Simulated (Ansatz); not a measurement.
CH₅NS₂ (`NCSS`) at its PBE0-D4/def2-TZVP geometry, where that method's forces vanish. The species carries charge 0 and has multiplicity 1.

```xyz
9

N    -1.4120   -0.1954   -0.0976
C    -0.3915    0.6486    0.4195
S     1.1418    0.8551   -0.5935
S     1.7707   -1.0733   -0.7866
H    -1.7195    0.1119   -1.0117
H    -1.0786   -1.1482   -0.1837
H    -0.0812    0.2964    1.4040
H    -0.7537    1.6757    0.5220
H     2.5242   -1.1708    0.3277
```

**Question.** What forces (eV/Å) does ωB97M-V/def2-TZVPP give on these atoms in Ansatz 0.2.0? (Estimate.)

**Answer.** The calculation gave: 
```
N1  -0.176 -0.199 -0.154
C2   0.252  0.241  0.199
S3  -0.077  0.154  0.009
S4   0.102 -0.181  0.093
H5   0.020 -0.020  0.034
H6  -0.028  0.044 -0.006
H7  -0.036  0.030 -0.080
H8   0.023 -0.100  0.006
H9  -0.078  0.030 -0.101
```
